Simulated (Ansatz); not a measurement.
A nudged elastic band was laid between two geometries of CH5B (7 atoms, charge 0, multiplicity 1).

All numbers below come from RKS PBE0/def2-SVP in Ansatz.

```yaml
movable_images: 5
climbing_image: yes
spring: 5.0 eV/Å²
optimiser: quadratic models (default)
start_path: through a guess of the saddle point
force_threshold: 0.03 eV/Å
iteration_limit: 60
end_points: relaxed
```

Initial state:

```xyz
7
Properties=species:S:1:pos:R:3
B 0.155 0.021 0.086
H 0.179 0.264 1.272
H 1.187 -0.328 -0.444
C -1.179 0.064 -0.709
H -1.583 -0.962 -0.563
H -1.943 0.745 -0.306
H -1.077 0.196 -1.796
```

Final state:

```xyz
7
Properties=species:S:1:pos:R:3
B -0.654 -0.368 -0.205
H 2.143 0.041 1.081
H 2.828 0.253 1.344
C -1.915 -0.043 -1.020
H -2.615 -0.897 -0.996
H -2.414 0.847 -0.594
H -1.635 0.167 -2.069
```

(1) Which bonds break or form, and what moves?

(2) Give the energies along the band, and the barrier.

(3) What is the geometry of the highest image?

Answers

(1) Bonds broken: B1–H2, B1–H3. Bonds formed: H2–H3. CH5B becomes CH3B + H2.

(2) The forces met the threshold. The highest image is number 3 of 0 to 6, 378.2 kJ/mol above the first end and 20.8 kJ/mol above the last; the last end lies 357.3 kJ/mol above the first. Neighbouring images differ by up to 3.2 eV, so the band resolves the path poorly. A vibrational analysis at the climbing image gives one clearly imaginary mode, 560i cm⁻¹: a first-order saddle point. The orbitals stay closed-shell, which can raise the energy where a bond breaks towards radicals; this wasn't checked here.

| image | path coordinate (Å) | energy (kJ/mol) | B1–H2 (Å) | B1–H3 (Å) | H2–H3 (Å) |
| --- | --- | --- | --- | --- | --- |
| 0 | 0.00 | 0.0 | 1.21 | 1.21 | 2.08 |
| 1 | 1.02 | 0.2 | 1.21 | 1.21 | 2.08 |
| 2 | 2.03 | 67.4 | 1.17 | 1.22 | 1.74 |
| 3 | 3.05 | 378.2 | 1.45 | 1.83 | 0.86 |
| 4 | 4.34 | 359.1 | 2.57 | 3.16 | 0.76 |
| 5 | 5.62 | 358.0 | 2.96 | 3.67 | 0.76 |
| 6 | 6.91 | 357.3 | 3.11 | 3.86 | 0.76 |

(3) 
```xyz
7
Properties=species:S:1:pos:R:3
B -0.356 -0.652 0.456
H 0.923 -0.006 0.660
H 0.912 0.601 0.046
C -1.260 -0.087 -0.688
H -2.195 -0.666 -0.721
H -1.516 0.978 -0.540
H -0.770 -0.168 -1.674
```

Time of the run: 2.4 min on 1 thread of Arm Neoverse V1, on a shared host, peak memory 0.095 GiB.
